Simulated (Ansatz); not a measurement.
Basis-set series for C₃H₅N, SMILES `CN1C=C1`. Charge 0, multiplicity 1. The structure was optimised at the PBE0-D4/def2-TZVP level.

| functional | basis | functions | energy (Eh) | HOMO (eV) | LUMO (eV) |
| --- | --- | --- | --- | --- | --- |
| PBE0-D4 | def2-SVP | 81 | -171.60188 | -5.72 | 0.00 |
| PBE0-D4 | def2-QZVPP | 378 | -171.80466 | -5.96 | -0.31 |
| ωB97M-V | def2-SVP | 81 | -171.72035 | -8.03 | 2.30 |
| ωB97M-V | def2-QZVPP | 378 | -171.93180 | -8.26 | 1.76 |

(1) Give the rows for def2-TZVPP. (An estimate is asked.)

## Answers

(1) Ansatz gave: 
```csv
functional,basis,functions,energy (Eh),HOMO (eV),LUMO (eV)
PBE0-D4,def2-TZVPP,194,-171.79461,-5.91,-0.22
ωB97M-V,def2-TZVPP,194,-171.92224,-8.22,1.94
```

Positive LUMOs are unbound and depend on the basis.
